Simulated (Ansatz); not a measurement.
HBAl, quartet: the ladder up to full CI

Geometry: a point of a stretch scan, not a stationary point.

```xyz
3

B     0.0000    0.0000    0.2949
Al    0.0000    0.0000   -1.6459
H     0.0000    0.0000    1.3509
```

Basis 6-31G; Ansatz 0.2.0. Only valence electrons are correlated (noble-gas cores frozen), which leaves 7 electrons in 18 orbitals. R marks a restricted (for open shells ROHF) determinant, U an unrestricted one. Active spaces: pair = (5e, 5o) about the gap; valence = (7e, 9o) chosen from the atoms' valence shells.

Full CI is exact within this basis and frozen core; it isn't the basis-set limit. The frozen core follows each run's orbitals, which can shift R against U totals by a few meV.

For open shells CISD and CISDTQ are restricted-active-space CI with the open shells as a complete middle space.

```
UHF ⟨S²⟩                          : 3.759
T1 diagnostic (RCCSD)             : 0.0342
largest doubles amplitude (RCCSD) : 0.106
T1 diagnostic (UCCSD)             : 0.0241
```

```
   level  E − E(RHF) (eV)
     UHF          -0.0591
    RMP2          -1.7093
    UMP2          -1.7320
   RCCSD          -2.2562
   UCCSD          -2.2593
RCCSD(T)          -2.3234
UCCSD(T)          -2.3246
```

**Question.** Estimate how far full CI in 6-31G lies from RCCSD(T). The table doesn't fix it; the size of (T) and the diagnostics are the guide.

**Answer.** Full CI in 6-31G lies 31 meV below RCCSD(T), which is 46 % of the (T) step (-67 meV). T1 is raised, and the rest is a large part of (T).

The other levels:

| level | E − E(full CI) (meV) | share of correlation (%) | wall time |
| --- | --- | --- | --- |
| CISD | 156 | 93.39 | 0.69 s |
| BCCD(T) | 32 | 98.63 | 0.6 s |
| RCCSDT | 9 | 99.62 | – |
| UCCSDT | 8 | 99.64 | – |
| CISDTQ | 3 | 99.89 | 4.8 s |
| RCCSDT(Q) | 2 | 99.91 | 2.2 s |
| UCCSDT(Q) | 2 | 99.93 | 2 s |
| RCCSDTQ | 0 | 99.98 | 12 s |
| UCCSDTQ | 0 | 100.00 | 12 s |
| CASSCF (pair space) | 2022 | 14.14 | – |
| MRCISD (pair space) | 168 | 92.88 | – |
| MRCISD+Q (pair space) | 19 | 99.20 | 1.4 s |
| CASSCF (valence space) | 592 | 74.87 | – |
| NEVPT2 (valence space) | 186 | 92.10 | 2.4 s |
| MRCISD (valence space) | 17 | 99.26 | – |
| MRCISD+Q (valence space) | 8 | 99.68 | 3.9 s |

The correlation energy at full CI, counted from RHF, is -2.354 eV. That run took 4.1 s on 1 thread of Arm Neoverse V1, shared host over 331,072 determinants.

Times hold each run's SCF and search for its determinant on a shared host, so for small cases they say little of a method's own cost; they ran on 1 thread of Arm Neoverse V1.

The full-CI state has the irrep A2 of C2v, in the program's axes (one component, if the state is degenerate).

Natural occupations of full CI about the gap: 1.970 1.937 1.002 0.971 0.971 0.042 0.042 0.027 0.015 0.008; effectively unpaired electrons, Σ n²(2−n)², 3.03.
